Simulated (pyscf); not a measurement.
Thermochemistry of product channels of •H₂Si–O–SiH₃ (SMILES [SiH2]O[SiH3]) + F–C(F)(F)–F (SMILES FC(F)(F)F) on the doublet surface, in kcal/mol, from ωB97M-D3(BJ)/def2-TZVP energies (ideal gas, 1 atm, RRHO with modes under 100 cm⁻¹ raised to 100, one conformer, R ln 2 for chiral ones without a mode under 150 cm⁻¹). Optimised with ωB97X-D3(BJ)/def2-SVP in PySCF.

```
products                                                                   ΔE  ΔH(298 K)  ΔG(298 K)  ΔG(600 K)
----------------------------------------------------------------------  -----  ---------  ---------  ---------
F–SiH₂–O–SiH₃ (SMILES F[SiH2]O[SiH3]) + F–C•(F)–F (SMILES F[C](F)F)     -28.4      -28.0      -29.1      -30.2
F–C(F)(F)–SiH₂–O–SiH₃ (SMILES FC(F)(F)[SiH2]O[SiH3]) + F• (SMILES [F])  +40.0      +40.5      +43.1      +45.3
```

These are energies of the channels, which say nothing of barriers. F–C(F)(F)–SiH₂–O–SiH₃ lies 40.1 kcal/mol over its isomer F–CH(F)–SiH(F)–O–SiH₃ (electronic energy, ωB97M-D3(BJ)/def2-TZVP). Left out: orbital degeneracy and the spin-orbit lowering of F.
